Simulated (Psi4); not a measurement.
**CH4BN (SMILES [BH3-][N+]#C) at HSE06/def2-SVPD**

What is the vertical electron affinity of CH4BN at HSE06/def2-SVPD? 

The results are computed with Psi4 1.11.

1 further run of the same task is left out (set aside as unsound or not needed).

### Step 1. Starting point

CH4BN: 7 atoms, total charge 0, spin state singlet. SMILES: `[BH3-][N+]#C`. Geometry: relaxed at GFN2-xTB.

Bond lengths: B1–N2 1.446 Å, N2–C3 1.149 Å, B1–H4 1.191 Å, B1–H5 1.191 Å, B1–H6 1.191 Å, C3–H7 1.052 Å. Angles: B1–N2–C3 179.8°, N2–B1–H4 105.9°, N2–B1–H5 105.9°, N2–B1–H6 105.8°, N2–C3–H7 179.8°, H4–B1–H5 112.8°, H4–B1–H6 112.8°, H5–B1–H6 112.8°.

### Step 2. Energy and gradient at HSE06/def2-SVPD

Contents of input.dat:

```
memory 1600 mb

molecule system {
  0 1
  B     -0.679270     0.619350    -0.271430
  N      0.343100    -0.317340     0.137940
  C      1.158210    -1.058740     0.463380
  H     -1.600190    -0.041380    -0.638300
  H     -0.196850     1.266380    -1.147890
  H     -0.931780     1.266950     0.696120
  H      1.906790    -1.735220     0.760180
  symmetry c1
}

set puream true
set e_convergence 1e-09
set d_convergence 1e-08
set scf_type pk
set dft_radial_points 99
set dft_spherical_points 590

result, w = gradient("hse06/def2-SVPD", return_wfn=True)
oeprop(w, "QUADRUPOLE", "MULLIKEN_CHARGES", "DIPOLE")
```

Run with:

```console
psi4 -i input.dat -o output.dat -n 1
```

output.dat:

```text
[...]
  Running in c1 symmetry.
[...]
  Nuclear repulsion =   59.851435501977981
[...]
  Multiplicity = 1
[...]
  Nalpha       = 11
  Nbeta        = 11
[...]
    Number of basis functions: 92
[...]
   @RKS iter   1:  -119.58784055355815   -2.90671e-01   6.93937e-03 DIIS/ADIIS
[...]
   @RKS iter  10:  -119.83036959112228   -4.11262e-11   6.78858e-09 DIIS
[...]
  @RKS Final Energy:  -119.83036959112228
   => Energetics <=
    Nuclear Repulsion Energy =             59.8514355019779813
    One-Electron Energy =                -278.1037172407200728
    Two-Electron Energy =                 112.1660536234385290
    DFT Exchange-Correlation Energy =     -13.7441414758187204
    Empirical Dispersion Energy =           0.0000000000000000
    VV10 Nonlocal Energy =                  0.0000000000000000
    Total Energy =                       -119.8303695911222775
[...]
  -Total Gradient:
     Atom            X                  Y                   Z
    ------   -----------------  -----------------  -----------------
       1        0.012505136980    -0.011285108419     0.004934256043
       2       -0.023752706317     0.021457367456    -0.009340270818
       3        0.013091023428    -0.011845458923     0.005237329867
       4        0.011870122413     0.005959864485     0.004717940168
       5       -0.003844994800    -0.008626915731     0.010372213101
       6        0.004460757106    -0.008748527402    -0.010176200009
       7       -0.014319015836     0.013079284006    -0.005741424184
[...]
 Multipole Moments:
 ------------------------------------------------------------------------------------
     Multipole            Electronic (a.u.)      Nuclear  (a.u.)        Total (a.u.)
 ------------------------------------------------------------------------------------
 L = 1.  Multiply by 2.5417464519 to convert [e a0] to [Debye]
 Dipole X            :          2.3192725           -0.8313729            1.4878996
 Dipole Y            :         -2.1265977            0.7708137           -1.3557840
 Dipole Z            :          0.9283885           -0.3347067            0.5936818
 Magnitude           :                                                    2.0986790
 L = 2.  Multiply by 1.3450342976 to convert [e a0^2] to [Debye ang]
 Quadrupole XX       :        -75.0031423           61.0457673          -13.9573750
 Quadrupole XY       :         47.9086356          -49.2890513           -1.3804157
[...]
  Mulliken Charges: (a.u.)
   Center  Symbol    Alpha    Beta     Spin     Total
       1     B     3.22234  3.22234  0.00000 -1.44468
       2     N     3.21276  3.21276  0.00000  0.57449
       3     C     2.94055  2.94055  0.00000  0.11889
       4     H     0.34676  0.34676  0.00000  0.30649
       5     H     0.34691  0.34691  0.00000  0.30618
       6     H     0.34685  0.34685  0.00000  0.30630
       7     H     0.58383  0.58383  0.00000 -0.16766
   Total alpha = 11.00000, Total beta = 11.00000, Total charge = -0.00000
    Psi4 run time: 0:00:27.74
```

It took 29 s on 1 thread of Intel Xeon 6975P-C (Granite Rapids), shared host; peak memory 0.93 GiB.

### Step 3. The doublet anion: the energy at UHSE06/def2-SVPD

Contents of calc.inp:

```
memory 1600 MB

molecule {
  -1 2
  B     -0.679270     0.619350    -0.271430
  N      0.343100    -0.317340     0.137940
  C      1.158210    -1.058740     0.463380
  H     -1.600190    -0.041380    -0.638300
  H     -0.196850     1.266380    -1.147890
  H     -0.931780     1.266950     0.696120
  H      1.906790    -1.735220     0.760180
  symmetry c1
}

set {
  reference uks
  puream true
  e_convergence 1e-09
  d_convergence 1e-08
  scf_type pk
  dft_radial_points 99
  dft_spherical_points 590
  maxiter 200
}

energy("hse06/def2-SVPD")
```

Run with:

```console
psi4 calc.inp calc.out -n 1
```

calc.out:

```text
[...]
  Running in c1 symmetry.
[...]
  Nuclear repulsion =   59.851435501977981
[...]
  Multiplicity = 2
[...]
  Nalpha       = 12
  Nbeta        = 11
[...]
    Number of basis functions: 92
[...]
   @UKS iter   1:  -119.40916182770070   -1.11992e-01   8.41214e-03 ADIIS/DIIS
[...]
   @UKS iter  45:  -119.79035697773372    9.36495e-12   6.63967e-09 DIIS
[...]
   @S^2 Observed:                7.528453343E-01
[...]
    Orbital Energies [Eh]
    ---------------------
    Alpha Occupied:
       1A    -14.167492     2A    -10.034543     3A     -6.501563
       4A     -0.718847     5A     -0.418661     6A     -0.345796
       7A     -0.200063     8A     -0.186332     9A     -0.184000
      10A     -0.076957    11A     -0.074012    12A      0.134012
    Alpha Virtual:
      13A      0.163151    14A      0.177874    15A      0.192113
      16A      0.229786    17A      0.274921    18A      0.276265
      19A      0.287237    20A      0.295262    21A      0.296919
      22A      0.328942    23A      0.329174    24A      0.367990
      25A      0.384465    26A      0.391531    27A      0.421694
[...]
  @UKS Final Energy:  -119.79035697773372
   => Energetics <=
    Nuclear Repulsion Energy =             59.8514355019779813
    One-Electron Energy =                -283.6326282845571995
    Two-Electron Energy =                 117.9760177489661856
    DFT Exchange-Correlation Energy =     -13.9851819441206935
    Empirical Dispersion Energy =           0.0000000000000000
    VV10 Nonlocal Energy =                  0.0000000000000000
    Total Energy =                       -119.7903569777337225
[...]
 Multipole Moments:
 ------------------------------------------------------------------------------------
     Multipole            Electronic (a.u.)      Nuclear  (a.u.)        Total (a.u.)
 ------------------------------------------------------------------------------------
 L = 1.  Multiply by 2.5417464519 to convert [e a0] to [Debye]
 Dipole X            :          1.6731195           -0.8313729            0.8417466
 Dipole Y            :         -1.5651465            0.7708137           -0.7943328
 Dipole Z            :          0.7700413           -0.3347067            0.4353345
 Magnitude           :                                                    1.2365347
[...]
```

It took 1.9 min on 1 thread of Intel Xeon 6975P-C (Granite Rapids), shared host; peak memory 0.93 GiB.

### Step 4. Outcome

At HSE06/def2-SVPD:

| quantity | value |
| --- | --- |
| singlet CH4BN: total energy | -119.83037 Eh |
| singlet CH4BN: dipole moment | 5.33 D |
| singlet CH4BN: HOMO energy | -7.73 eV |
| singlet CH4BN: LUMO energy | -1.48 eV |
| singlet CH4BN: HOMO–LUMO gap | 6.25 eV |
| singlet CH4BN: largest force on an atom | 1.715 eV/Å |
| doublet anion: total energy | -119.79036 Eh |
| doublet anion: HOMO energy (highest over α and β) | 3.65 eV |
| doublet anion: LUMO energy (lowest over α and β) | 4.44 eV |
| doublet anion: ⟨S²⟩ | 0.753 |
| vertical electron affinity (to the doublet anion) | -1.089 eV |

In words: The anion lies 1.09 eV (105 kJ/mol) above the neutral: the electron isn't bound at this level, and such a value depends on the basis. The largest force (singlet CH4BN) is 1.71 eV/Å: the shape isn't a stationary point for this species at this level. The HOMO (doublet anion) lies at positive energy, 3.65 eV; only total energies tell whether the electron is bound.
